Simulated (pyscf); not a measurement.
## Bond scission: HC⁻=CH–CH₂–OH (SMILES [CH-]=CCO) → H₂C⁻–OH (SMILES [CH2-]O) + HC≡CH (SMILES C#C)

Gas phase, singlet surface, charge -1. Bonds broken: C1–C6. Bonds formed: none. Structures and frequencies: ωB97X-D3(BJ)/def2-SVPD in PySCF. MP2 and CC: frozen core, UHF for open shells. ΔMP2 is the change of the MP2 total energy from the triple- to the quadruple-zeta basis.

Transition state (Å):

```xyz
9

C      0.1101     0.2948    -0.6210
O      1.4107     0.4697    -0.0085
H      2.0363     0.5572    -0.7244
H     -0.5485     1.1571    -0.4926
H     -0.2948    -0.7125    -0.4981
C     -0.7813     0.1691     1.5356
C     -1.9658     0.0076     1.9216
H      0.2708     0.3112     1.7812
H     -2.9355    -0.1226     1.4492
```

One imaginary mode, 659i cm⁻¹; descent along it reached the two sides named, in the forms told below.

```
bond   change  reactant side (Å)  saddle  product side
-----  ------  -----------------  ------  ------------
C1–C6  breaks              1.525   2.337           3.7
```

Electronic energies relative to the reactant's lowest minimum found (kJ/mol):

| level | barrier | reaction energy | reverse barrier |
|---|---|---|---|
| ωB97X-D3(BJ)/def2-TZVPD | 272.1 | +248.6 | 23.4 |
| PBE/def2-TZVPD | 223.9 | +250.8 | -26.9 |
| r²SCAN/def2-TZVPD | 236.9 | +258.3 | -21.3 |
| B3LYP-D3(BJ)/def2-TZVPD | 233.6 | +237.9 | -4.2 |
| PBE0-D3(BJ)/def2-TZVPD | 256.1 | +267.9 | -11.8 |
| M06-2X/def2-TZVPD | 251.8 | +240.9 | 10.9 |
| ωB97M-D3(BJ)/def2-TZVPD | 257.7 | +237.6 | 20.1 |
| HF/def2-TZVPD | 303.8 | +220.0 | 83.8 |
| MP2/def2-QZVPPD | 238.5 | +231.5 | 7.0 |
| CCSD/def2-TZVPPD | 263.6 | +233.2 | 30.5 |
| CCSD(T)/def2-TZVPPD | 249.4 | +236.1 | 13.3 |
| CCSD(T)/def2-TZVPPD + ΔMP2(QZVPPD) | 248.3 | +234.8 | 13.4 |

With CCSD(T)/def2-TZVPPD + ΔMP2(QZVPPD) energies and thermal terms (ideal gas, 1 atm, RRHO with modes under 100 cm⁻¹ raised to 100, one conformer, R ln 2 for chiral ones without a mode under 150 cm⁻¹), in kJ/mol:

| T (K) | ΔH‡ | ΔG‡ | ΔH | ΔG |
|---|---|---|---|---|
| 298 | 236.1 | 229.2 | +221.5 | +176.0 |
| 600 | 240.0 | 220.4 | +224.3 | +128.5 |
| 900 | 240.7 | 210.4 | +223.7 | +80.7 |
| 1200 | 239.5 | 200.4 | +221.2 | +33.3 |

On the product side the descent ends in a bound adduct, 49.0 kJ/mol under the separated species and 72.4 kJ/mol under the saddle at ωB97X-D3(BJ)/def2-TZVPD. At PBE, r²SCAN, B3LYP-D3(BJ), PBE0-D3(BJ) the saddle lies under the separated products, which points to a path from their complex (located at ωB97X-D3(BJ) alone), and parting the products costs more than the saddle. This saddle turned up in a search for another step; its sides and bond changes are read from the two ends of the descent. HC⁻=CH–CH₂–OH lies 57.9 kJ/mol over its isomer H₂C⁻–CH₂–CH=O (electronic energy, ωB97M-D3(BJ)/def2-TZVPD). H₂C⁻–OH lies 137.7 kJ/mol over its isomer H₃C–O⁻ (electronic energy, ωB97M-D3(BJ)/def2-TZVPD). This is the saddle that the search found; another between the same sides may lie lower. The CCSD(T) − MP2 part came from Ansatz, without density fitting, on the same reference.
